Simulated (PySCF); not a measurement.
Work out the structure from these simulated measurements.

Formula: CH2O.

| Item | Value |
| --- | --- |
| Polarisability | 17.8 au [CAM-B3LYP/aug-cc-pVTZ] |
| 13C NMR | chemical shifts (computed TMS as zero) by class: 200.4 (1 C) ppm [GIAO B97-2/pcSseg-2] |
| Couplings | largest of the computed one-bond spin–spin couplings (means over like bonds): 13C–1H +182.7 (×2), 17O–13C +33.1 Hz [B3LYP/pcJ-2] |
| 1H NMR | chemical shifts (computed TMS as zero) by class: 10.09 (2 H) ppm [GIAO B97-2/pcSseg-2] |
| Dipole | 2.45 D [CAM-B3LYP/aug-cc-pVTZ] |
| NMR, other nuclei | isotropic shieldings of nuclei other than C and H, by class: -418 (1 O) ppm [GIAO B97-2/pcSseg-2] |
| Triplet | lowest triplet excitation (Tamm–Dancoff): 3.35 eV [TDA CAM-B3LYP/aug-cc-pVTZ] |
| UV, first state | lowest singlet excitation: 3.99 eV (311 nm, f = 0.000) [TDDFT CAM-B3LYP/aug-cc-pVTZ] |
| UV, strongest line | among the 10 lowest singlet transitions: S7 at 9.46 eV (131 nm, f = 0.108) [TDDFT CAM-B3LYP/aug-cc-pVTZ] |
| Rotational structure | rotational constants A, B, C: 283.748, 39.382, 34.582 GHz [PBE0-D3(BJ)/def2-TZVP] |

Electronic properties: PySCF, gas phase, density fitting. Levels stand in brackets. Geometry: PBE0-D3(BJ)/def2-TZVP; no solvent, vibrations or thermal averaging. NMR values are class means; diastereotopic atoms form classes of their own.

Q: What is the compound? Reason from the data.

A: Its formula, CH2O, gives 1 degree of unsaturation: 0 rings and 1 π bond in the structure found. The one carbon: formaldehyde carbon (200.4 ppm). All hydrogens form one class (10.09 ppm): formyl hydrogen. The other shieldings belong to: -418 ppm, aldehyde oxygen. The couplings run between: +182.7 Hz, formaldehyde carbon and its hydrogen (with 1 like pair); +33.1 Hz, aldehyde oxygen and formaldehyde carbon. The optimised geometry has point group C2v and is an asymmetric top. Structure: `C=O` (CH2O).
